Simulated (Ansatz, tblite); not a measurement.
# BCl2(OH) (BCl2HO): rung by rung

How do method and basis change the picture of BCl2(OH) (BCl2HO) (singlet)?

Computed with Ansatz 0.2.0, Gaussian basis. Level: as each input shows.

The runs, in order: GFN1-xTB, GFN2-xTB, PBE-D4/def2-TZVP, r2SCAN-D4/def2-TZVP, LDA/def2-TZVP, B2PLYP/def2-TZVP, PBE-QIDH/def2-TZVP, B3LYP-D4/def2-TZVP, ωB97X-V/def2-TZVP, HSE06-D4/def2-TZVP, B97M-V/def2-TZVP, PBE-D4/def2-SVP, PBE0-D4/def2-SVP, HF/STO-3G, HF/6-31G, B3LYP-D4/6-31G, CCSD(T)/def2-TZVPP, MP2/def2-TZVP, RPA/def2-TZVP.

## (1) The structure

The singlet was relaxed beforehand with PBE0-D4/def2-TZVP.

5 atoms, charge 0, spin multiplicity 1.

Bond lengths: B1–Cl2 1.745 Å, B1–Cl3 1.762 Å, B1–O4 1.341 Å, O4–H5 0.962 Å. Angles: Cl2–B1–Cl3 119.8°, Cl2–B1–O4 118.8°, Cl3–B1–O4 121.4°, B1–O4–H5 113.4°.

Geometry (Å):

```
B     0.2551    0.1685   -0.0641
Cl    1.9706    0.3259   -0.3422
Cl   -0.7782    1.5935   -0.1352
O    -0.2479   -1.0457    0.2008
H    -1.1996   -1.0422    0.3408
```

PBE0-D4/def2-TZVP was run before; its log isn't repeated, and its numbers join the tables.

## (2) GFN1-xTB

Tight binding, by tblite at 300 K electronic temperature and without a spin-polarisation term:

```python
tblite.interface.Calculator('GFN1-xTB', numbers, positions, charge=0, uhf=0).singlepoint()
```

Energy -415.5189 eV, HOMO -12.76 eV, LUMO -6.45 eV; 0.004 s.

## (3) GFN2-xTB

Tight binding, by tblite at 300 K electronic temperature and without a spin-polarisation term:

```python
tblite.interface.Calculator('GFN2-xTB', numbers, positions, charge=0, uhf=0).singlepoint()
```

Energy -408.5015 eV, HOMO -12.00 eV, LUMO -6.70 eV; 0.003 s.

## (4) PBE-D4/def2-TZVP

start.molden holds the orbitals of an earlier run on this state, given as this run's starting guess.

The input, in.yaml:

```yaml
crystal:
  periodic: [false, false, false]
  atoms:
    - {symbol: B, position_ang: [0.255104, 0.168477, -0.064114]}
    - {symbol: Cl, position_ang: [1.970647, 0.325907, -0.342197]}
    - {symbol: Cl, position_ang: [-0.778228, 1.593516, -0.135213]}
    - {symbol: O, position_ang: [-0.247923, -1.045674, 0.200757]}
    - {symbol: H, position_ang: [-1.199600, -1.042226, 0.340767]}
basis:
  gaussian: {orbitals: def2-TZVP, initial_orbitals: start.molden}
hamiltonian: {xc: pbe, dispersion: d4}
scf: {omitted_lower_state_checks: [starts]}
output: {orbitals: {seedname: orbitals}}
```

Started as:

```sh
$ ansatz run in.yaml --threads 4 --pin off --events-out ev --progress --plain --max-ram 3916MiB
```

After this run come: r2SCAN-D4/def2-TZVP; LDA/def2-TZVP; B2PLYP/def2-TZVP; PBE-QIDH/def2-TZVP; B3LYP-D4/def2-TZVP; ωB97X-V/def2-TZVP; HSE06-D4/def2-TZVP; B97M-V/def2-TZVP; PBE-D4/def2-SVP; PBE0-D4/def2-SVP; HF/STO-3G; HF/6-31G; B3LYP-D4/6-31G; CCSD(T)/def2-TZVPP; MP2/def2-TZVP; RPA/def2-TZVP.

Before running them: what should the planned runs give, taken together? Wanted: gap in def2-TZVP, named functionals, smallest and largest; correlation energy, CCSD(T)/def2-TZVPP; correlation energy, MP2/def2-TZVP; binding an atom, CCSD(T)/def2-TZVPP; PBE0 total energy, smallest basis above largest.

**Answer**, as computed:

```
                                                 quantity                              value
gap in def2-TZVP, named functionals, smallest and largest  6.11 eV (LDA), 13.48 eV (ωB97X-V)
                   correlation energy, CCSD(T)/def2-TZVPP                          -21.10 eV
                        correlation energy, MP2/def2-TZVP                          -19.08 eV
                      binding an atom, CCSD(T)/def2-TZVPP                           3.889 eV
          PBE0 total energy, smallest basis above largest     11.70 eV (def2-SVP, def2-TZVP)
```

Over the named functionals in def2-TZVP the gap runs from 6.11 eV (LDA) to 13.48 eV (ωB97X-V); exact exchange widens it. A small miss in a minimal or small basis is a cancelling of errors, not accuracy. The functionals in def2-TZVP miss CCSD(T)/def2-TZVPP by +0.077 (B3LYP-D4) to +0.800 eV (LDA) an atom. The reference is CCSD(T) in one finite basis, so it carries an error of its own, often a tenth of an eV or more, and near misses can't be ranked.
